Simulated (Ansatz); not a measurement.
C4H5N can be A, `C/C=C\C#N`, or B, `C/C=C/C#N`.

Gas-phase electronic energies from Ansatz, PBE0-D4/def2-TZVP geometries. CCSD(T)/CBS is extrapolated from def2-TZVPP and def2-QZVPP, frozen cores. Double bonds are as drawn, so ΔE can hold a change between cis and trans. DFT in def2-TZVPP.

(1) Which isomer does CCSD(T)/CBS put lower? Give the gap. (Estimate.)

(2) Give E(B) − E(A) in kJ/mol with PBE-D4, BLYP-D4, CCSD(T)/def2-SVP, r2SCAN-D4, ωB97M-V, CCSD/def2-TZVPP, B2PLYP. (An estimate is asked.)

(3) Does the order hold for the free energy at 298.15 K (harmonic terms from PBE0-D4)? (Best estimate.)

Largest T1 diagnostic: 0.013.

Results:

(1) The calculation gave: A, by 2.2 kJ/mol.

(2) The calculation gave: PBE-D4 2.1, BLYP-D4 2.0, CCSD(T)/def2-SVP -0.1, r2SCAN-D4 2.1, ωB97M-V 2.0, CCSD/def2-TZVPP 1.2, B2PLYP 1.1. None reverses the order clearly.

(3) The calculation gave: Yes: G(B) − G(A) = +2.0 kJ/mol.

Leaving LDA and LC-ωPBE aside and taking each functional with its dispersion term where it has one, the values, not all of them listed here, spread over 1.4 kJ/mol, from B2PLYP to revPBE-D4.
